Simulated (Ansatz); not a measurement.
# How methods differ on C2H2 (acetylene)

The species is C2H2 (4 atoms), meant as a singlet with charge 0. SMILES: `C#C`. Geometry: optimised at r2SCAN/def2-SVP.

```xyz
4

C     0.1574   -0.5487    0.2029
C    -0.1574    0.5487   -0.2029
H     0.4367   -1.5223    0.5627
H    -0.4367    1.5223   -0.5627
```

Each level gives the dissociation energy of the C2–C1 bond into doublet CH and doublet CH (shapes relaxed at r2SCAN/def2-SVP, no zero-point term) (eV). The values are calculated.

```
               level                    kind  program  value (eV)  CPU time (all runs)
      PBE/def2-TZVPP                     GGA   Ansatz       10.64                2.8 s
   r2SCAN/def2-TZVPP                meta-GGA   Ansatz       10.26                5.6 s
  PBE0-D4/def2-TZVPP           global hybrid   Ansatz       10.33                2.6 s
CAM-B3LYP/def2-TZVPP  range-separated hybrid   Ansatz       10.15                2.3 s
  wB97M-V/def2-TZVPP  range-separated hybrid   Ansatz       10.21                6.7 s
   B2PLYP/def2-TZVPP           double hybrid   Ansatz       10.28                3.2 s
      MP2/def2-TZVPP     perturbation theory   Ansatz       11.00               0.88 s
  CCSD(T)/def2-TZVPP   coupled cluster or CI   Ansatz       10.01                2.4 s
```

The values span 10.01 to 11.00 eV. Spin contamination of the reference (⟨S²⟩ at least 0.1 too high) touches r2SCAN/def2-TZVPP, PBE0-D4/def2-TZVPP, B2PLYP/def2-TZVPP, MP2/def2-TZVPP, CCSD(T)/def2-TZVPP. Measured bond enthalpies also hold zero-point and thermal terms, a few tenths of an eV less. The coupled-cluster rows rest on a doubtful reference here (large T1 or Brueckner and Hartree–Fock orbitals at odds), and rows may lie in different states. Times are those of the runs behind each value, whatever else they computed, on shared processors of several kinds: orders of magnitude only.
